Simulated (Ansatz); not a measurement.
# Other spins and charges of HAl–AsH$_{2}$, doublet at one geometry

Geometry (PBE0/def2-TZVP stationary point for this spin, not checked as a minimum):

| atom | x (Å) | y (Å) | z (Å) |
| --- | --- | --- | --- |
| Al | 0.0310 | -0.1318 | 1.7902 |
| As | -0.0369 | 0.0362 | -0.6598 |
| H | -0.0461 | 1.2703 | 2.5728 |
| H | 1.2571 | 0.8436 | -0.5890 |
| H | 0.7028 | -1.2772 | -0.8626 |

Basis cc-pVDZ; Ansatz 0.2.0. Correlated methods freeze the noble-gas cores and the filled d shells of p-block atoms. Prefix R: restricted or restricted open-shell reference; prefix U: unrestricted. No spin–orbit coupling is included, and no scalar relativity.

Gaps are energies of the second state less the first, at fixed atoms, for a selection of the levels run; each method lands on the state that its own search finds for that charge and spin.

For open shells CISD is restricted-active-space CI with the open shells as a complete middle space.

PBE gives 3.474 eV for quartet less doublet. Estimate what UCCSDT(Q) gives in cc-pVDZ.

UCCSDT(Q) in cc-pVDZ gives 3.530 eV, so against it PBE is off by -0.056 eV, of which a good part can be the reference's own basis and frozen-core error.

```csv
level,gap (eV),error (meV)
UHF,3.152,-378
CISD,3.500,-30
UCCSDT,3.528,-2
SPW92,3.607,77
r2SCAN,3.441,-89
B3LYP,3.686,156
wB97M-V,3.856,326
B2PLYP,3.713,183
RPA-PBE,3.527,-3
```

Removing an electron, to the triplet: 9.034 eV at UCCSDT(Q).

```json
{"level": "CISD", "gap (eV)": "8.939", "error (meV)": "-95"}
{"level": "UCCSD(T)", "gap (eV)": "9.036", "error (meV)": "2"}
{"level": "UCCSDT", "gap (eV)": "9.031", "error (meV)": "-3"}
{"level": "r2SCAN", "gap (eV)": "9.200", "error (meV)": "166"}
{"level": "PBE0", "gap (eV)": "9.224", "error (meV)": "190"}
{"level": "B3LYP", "gap (eV)": "9.237", "error (meV)": "203"}
{"level": "wB97X-V", "gap (eV)": "9.314", "error (meV)": "280"}
{"level": "wB97M-V", "gap (eV)": "9.191", "error (meV)": "157"}
{"level": "B2PLYP", "gap (eV)": "9.140", "error (meV)": "106"}
{"level": "RPA-PBE", "gap (eV)": "9.145", "error (meV)": "111"}
```

In so small a basis the reference is far from its limit while semilocal and hybrid functionals are nearer theirs (RPA and double hybrids share part of the reference's basis error), so the functionals' errors here hold much of the reference's basis and frozen-core error, which can add to them or hide them.

Full CI isn't at hand for all of this; UCCSDT(Q) serves as the reference, and is uncertain by the last step of the cluster series or more.
